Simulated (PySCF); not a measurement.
# C4H8P+: magnetic properties

Wanted: magnetic properties for C4H8P+ (`CC[PH+]1C=C1`).

Programs: PySCF 2.14.0, with routines of our own; each step states its level. All values are computed. Atoms count from 0.

## 1. The system as given

13 atoms, charge 1, multiplicity 1; geometry from: GFN2-xTB.

## 2. Magnetic properties: GIAO wB97X-D/pcSseg-1

What the job is given:

```
{"job": {"kind": "mag", "xc": "wB97X-D", "basis": "pcSseg-1", "isotopologues": 2}, "charge": 1, "multiplicity": 1}
C     -1.483431    -0.626477     0.294779
C     -1.029605     0.550453    -0.560442
P      0.794019     0.752110    -0.489748
C      1.738313     0.195778     0.917576
C      1.872309    -0.621003    -0.122949
H     -2.564473    -0.718783     0.227175
H     -1.223763    -0.483499     1.341935
H     -1.044782    -1.561230    -0.048849
H     -1.482064     1.486733    -0.217332
H     -1.308939     0.407524    -1.609510
H      1.358474     1.779614    -1.219965
H      2.029624     0.360560     1.934467
H      2.339932    -1.521293    -0.464865
```

With the program's defaults for keys left out, this is: GIAO wB97X-D/pcSseg-1 magnetisability, rotational g tensor and spin-rotation constants, non-relativistic, gas phase.

Run with:

```console
$ OMP_NUM_THREADS=1 python excited_run.py task.json out
```

This one command runs all jobs of the session in turn.

Output:

```text
coarse grid: 10928 points
cycle   1  E = -498.0944049294  dE =  1.081e+00  |g| = 3.121e-01  |ddm| = 3.115e+00
cycle   2  E = -498.1188469647  dE = -2.444e-02  |g| = 1.859e-01  |ddm| = 6.504e-01
cycle   3  E = -498.1268347133  dE = -7.988e-03  |g| = 3.577e-02  |ddm| = 2.136e-01
cycle   4  E = -498.1271354205  dE = -3.007e-04  |g| = 1.161e-02  |ddm| = 5.965e-02
cycle   5  E = -498.1271731342  dE = -3.771e-05  |g| = 3.258e-03  |ddm| = 1.627e-02
cycle   6  E = -498.1271763321  dE = -3.198e-06  |g| = 7.073e-04  |ddm| = 5.017e-03
final grid: 99736 points
cycle   7  E = -498.1644263281  dE = -1.329e-04  |g| = 4.008e-03  |ddm| = 3.826e-02
cycle   8  E = -498.1644293469  dE = -3.019e-06  |g| = 2.859e-03  |ddm| = 8.662e-03
cycle   9  E = -498.1644313670  dE = -2.020e-06  |g| = 4.378e-04  |ddm| = 2.492e-03
cycle  10  E = -498.1644314249  dE = -5.789e-08  |g| = 2.055e-04  |ddm| = 7.869e-04
cycle  11  E = -498.1644314371  dE = -1.213e-08  |g| = 3.760e-05  |ddm| = 2.364e-04
cycle  12  E = -498.1644314376  dE = -5.574e-10  |g| = 1.593e-05  |ddm| = 8.197e-05
converged SCF energy = -498.1644314376

Magnetisability tensor (1e-30 J/T^2)
    -1062.46     -165.33       97.22
     -165.33     -942.72       83.26
       97.22       83.26     -861.57
isotropic -955.58   principal values   -1223.34   -834.36   -809.04
isotropic susceptibility -57.547 1e-6 cm^3/mol

Inertial axes            a          b          c
rot. const./GHz      7.3047     3.0307     2.5403
chi total           -63.798    -60.120    -48.722
chi diamagnetic    -244.864   -477.974   -555.864
chi paramagnetic    181.066    417.855    507.142
quadrupole/D A        5.436     -1.378     -4.058
g nuclear            0.6551     0.6094     0.6056
g electronic        -0.6214    -0.5949    -0.6052
g total              0.0337     0.0145     0.0004

Spin-rotation constants (kHz, H = +C I.J)
atom  isotope        aa         bb         cc
  2    31P        4.278      3.438      4.246
  5     1H        0.096     -0.376     -0.320
  6     1H       -0.784     -0.307     -0.132
  7     1H       -0.784     -0.309     -0.130
  8     1H       -0.676     -0.308     -0.103
  9     1H       -0.672     -0.306     -0.106
 10     1H       -0.804      0.034     -0.297
 11     1H       -0.620     -0.193      0.016
 12     1H       -0.618     -0.191      0.013
  0    13C*       0.933      0.387      0.288
  1    13C*       0.953      0.361      0.443
  3    13C*       1.938      1.092      0.790
* in the singly substituted isotopologue

Isotopologues: g along a, b, c
2H    at 5,6,7,8,9,10,1     0.0265     0.0117     0.0005
13C   at 0                  0.0349     0.0136     0.0004
```

Run time: 12 s. Hardware: 1 thread of Arm Neoverse V2, shared host; peak memory 0.67 GiB.

In short:

```tsv
quantity	value
magnetisability	-956·10⁻³⁰ J/T²
molar susceptibility	-57.5·10⁻⁶ cm³/mol
rotational g (a, b, c)	0.0337, 0.0145, 0.0004
```

## 3. Magnetic properties: GIAO mPW1PW91/6-31G

The job, as its differences from that of step 2:

```diff
@@ -1,2 +1,2 @@
-{"job": {"kind": "mag", "xc": "wB97X-D", "basis": "pcSseg-1", "isotopologues": 2}, "charge": 1, "multiplicity": 1}
+{"job": {"kind": "mag", "xc": "mPW1PW91", "basis": "6-31G"}, "charge": 1, "multiplicity": 1}
 C     -1.483431    -0.626477     0.294779
```

Method: GIAO mPW1PW91/6-31G magnetisability, rotational g tensor and spin-rotation constants, non-relativistic, gas phase.

Output:

```text
coarse grid: 10928 points
cycle   1  E = -498.1365026341  dE =  9.861e-01  |g| = 3.308e-01  |ddm| = 3.451e+00
cycle   2  E = -498.1352130470  dE =  1.290e-03  |g| = 3.444e-01  |ddm| = 9.948e-01
cycle   3  E = -498.1722292228  dE = -3.702e-02  |g| = 3.386e-02  |ddm| = 5.342e-01
cycle   4  E = -498.1725009106  dE = -2.717e-04  |g| = 1.653e-02  |ddm| = 8.407e-02
cycle   5  E = -498.1725820384  dE = -8.113e-05  |g| = 4.085e-03  |ddm| = 3.439e-02
cycle   6  E = -498.1725869187  dE = -4.880e-06  |g| = 7.526e-04  |ddm| = 6.430e-03
final grid: 99736 points
cycle   7  E = -498.1196661567  dE = -9.532e-06  |g| = 6.241e-03  |ddm| = 1.789e-02
cycle   8  E = -498.1196626592  dE =  3.497e-06  |g| = 7.123e-03  |ddm| = 1.536e-02
cycle   9  E = -498.1196771102  dE = -1.445e-05  |g| = 3.210e-04  |ddm| = 9.084e-03
cycle  10  E = -498.1196771377  dE = -2.743e-08  |g| = 1.770e-04  |ddm| = 6.989e-04
cycle  11  E = -498.1196771458  dE = -8.091e-09  |g| = 4.318e-05  |ddm| = 1.975e-04
cycle  12  E = -498.1196771462  dE = -4.761e-10  |g| = 1.867e-05  |ddm| = 7.544e-05
converged SCF energy = -498.1196771462

Magnetisability tensor (1e-30 J/T^2)
    -1106.04     -158.41       97.97
     -158.41    -1007.89       63.00
       97.97       63.00     -937.87
isotropic -1017.27   principal values   -1264.22   -901.27   -886.30
isotropic susceptibility -61.261 1e-6 cm^3/mol

Inertial axes            a          b          c
rot. const./GHz      7.3047     3.0307     2.5403
chi total           -66.402    -63.106    -54.276
chi diamagnetic    -244.777   -478.006   -555.964
chi paramagnetic    178.375    414.900    501.688
quadrupole/D A        5.263     -1.350     -3.913
g nuclear            0.6551     0.6094     0.6056
g electronic        -0.6121    -0.5907    -0.5987
g total              0.0429     0.0187     0.0069

Spin-rotation constants (kHz, H = +C I.J)
atom  isotope        aa         bb         cc
  2    31P        3.080      2.700      3.435
  5     1H        0.046     -0.401     -0.331
  6     1H       -0.817     -0.329     -0.141
  7     1H       -0.816     -0.331     -0.140
  8     1H       -0.747     -0.319     -0.111
  9     1H       -0.743     -0.318     -0.113
 10     1H       -0.925     -0.007     -0.329
 11     1H       -0.674     -0.214     -0.010
 12     1H       -0.672     -0.211     -0.012
  0    13C*       0.780      0.320      0.247
  1    13C*       0.740      0.316      0.376
  3    13C*       1.642      0.944      0.644
* in the singly substituted isotopologue
```

Wall time 4.2 s (1 thread of Arm Neoverse V2, shared host); peak memory 0.45 GiB.

From this job:

```tsv
quantity	value
magnetisability	-1017·10⁻³⁰ J/T²
molar susceptibility	-61.3·10⁻⁶ cm³/mol
rotational g (a, b, c)	0.0429, 0.0187, 0.0069
```

## 4. Magnetic properties: GIAO KT2/pcseg-1

The job, as its differences from that of step 3:

```diff
@@ -1,2 +1,2 @@
-{"job": {"kind": "mag", "xc": "mPW1PW91", "basis": "6-31G"}, "charge": 1, "multiplicity": 1}
+{"job": {"kind": "mag", "xc": "KT2", "basis": "pcseg-1"}, "charge": 1, "multiplicity": 1}
 C     -1.483431    -0.626477     0.294779
```

Method: GIAO KT2/pcseg-1 magnetisability, rotational g tensor and spin-rotation constants, non-relativistic, gas phase.

Output:

```text
coarse grid: 10928 points
cycle   1  E = -503.7482096428  dE =  7.660e-01  |g| = 3.790e-01  |ddm| = 3.561e+00
cycle   2  E = -503.6760634651  dE =  7.215e-02  |g| = 6.181e-01  |ddm| = 1.206e+00
cycle   3  E = -503.7894814303  dE = -1.134e-01  |g| = 5.667e-02  |ddm| = 8.531e-01
cycle   4  E = -503.7902838330  dE = -8.024e-04  |g| = 3.372e-02  |ddm| = 1.345e-01
cycle   5  E = -503.7906261227  dE = -3.423e-04  |g| = 6.654e-03  |ddm| = 4.870e-02
cycle   6  E = -503.7906373834  dE = -1.126e-05  |g| = 2.075e-03  |ddm| = 8.885e-03
cycle   7  E = -503.7906384787  dE = -1.095e-06  |g| = 4.547e-04  |ddm| = 2.177e-03
final grid: 99736 points
cycle   8  E = -503.8177257013  dE = -1.521e-05  |g| = 1.620e-02  |ddm| = 4.620e-02
cycle   9  E = -503.8175535326  dE =  1.722e-04  |g| = 2.851e-02  |ddm| = 5.640e-02
cycle  10  E = -503.8178008980  dE = -2.474e-04  |g| = 2.687e-03  |ddm| = 3.961e-02
cycle  11  E = -503.8178030740  dE = -2.176e-06  |g| = 5.160e-04  |ddm| = 3.761e-03
cycle  12  E = -503.8178031452  dE = -7.117e-08  |g| = 1.919e-04  |ddm| = 7.158e-04
cycle  13  E = -503.8178031549  dE = -9.671e-09  |g| = 4.946e-05  |ddm| = 2.165e-04
cycle  14  E = -503.8178031556  dE = -6.920e-10  |g| = 9.659e-06  |ddm| = 6.312e-05
converged SCF energy = -503.8178031556

Magnetisability tensor (1e-30 J/T^2)
    -1039.88     -158.20       92.77
     -158.20     -927.90       83.28
       92.77       83.28     -848.53
isotropic -938.77   principal values   -1195.92   -825.00   -795.39
isotropic susceptibility -56.534 1e-6 cm^3/mol

Inertial axes            a          b          c
rot. const./GHz      7.3047     3.0307     2.5403
chi total           -62.448    -59.255    -47.900
chi diamagnetic    -244.830   -477.498   -555.414
chi paramagnetic    182.382    418.243    507.514
quadrupole/D A        5.923     -1.644     -4.278
g nuclear            0.6551     0.6094     0.6056
g electronic        -0.6259    -0.5955    -0.6057
g total              0.0292     0.0139    -0.0001

Spin-rotation constants (kHz, H = +C I.J)
atom  isotope        aa         bb         cc
  2    31P        4.529      3.584      4.286
  5     1H        0.116     -0.379     -0.322
  6     1H       -0.785     -0.305     -0.127
  7     1H       -0.784     -0.307     -0.126
  8     1H       -0.681     -0.302     -0.095
  9     1H       -0.677     -0.300     -0.098
 10     1H       -0.815      0.043     -0.296
 11     1H       -0.637     -0.203      0.021
 12     1H       -0.635     -0.200      0.018
  0    13C*       0.878      0.362      0.262
  1    13C*       0.873      0.341      0.434
  3    13C*       1.694      0.955      0.738
* in the singly substituted isotopologue
```

It took 11 s on 1 thread of Arm Neoverse V2, shared host; peak memory 0.54 GiB.

Key values:

```tsv
quantity	value
magnetisability	-939·10⁻³⁰ J/T²
molar susceptibility	-56.5·10⁻⁶ cm³/mol
rotational g (a, b, c)	0.0292, 0.0139, -0.0001
```

## 5. Magnetic properties side by side

```tsv
level	ξ (10⁻³⁰ J/T²)	g(a)	g(b)	gap (eV)	functions	time
GIAO wB97X-D/pcSseg-1	-956	0.0337	0.0145	11.83	132	12 s
GIAO mPW1PW91/6-31G	-1017	0.0429	0.0187	8.14	65	4.2 s
GIAO KT2/pcseg-1	-939	0.0292	0.0139	5.90	114	11 s
```

## 6. Summary of results

| quantity | value |
| --- | --- |
| magnetisability (step 2, GIAO wB97X-D/pcSseg-1) | -956·10⁻³⁰ J/T² |
| molar susceptibility (step 2, GIAO wB97X-D/pcSseg-1) | -57.5·10⁻⁶ cm³/mol |
| rotational g (a, b, c) (step 2, GIAO wB97X-D/pcSseg-1) | 0.0337, 0.0145, 0.0004 |
| magnetisability over the levels | -1017 to -939·10⁻³⁰ J/T² |

For an ion, the motion of the centre of mass in the field is left out. The magnetisability spreads by 8.1 % over 3 levels, from GIAO mPW1PW91/6-31G (4.2 s) to GIAO KT2/pcseg-1 (11 s); the runs took 4.2 s to 12 s. Vibrational averaging and real surroundings are missing from these values.
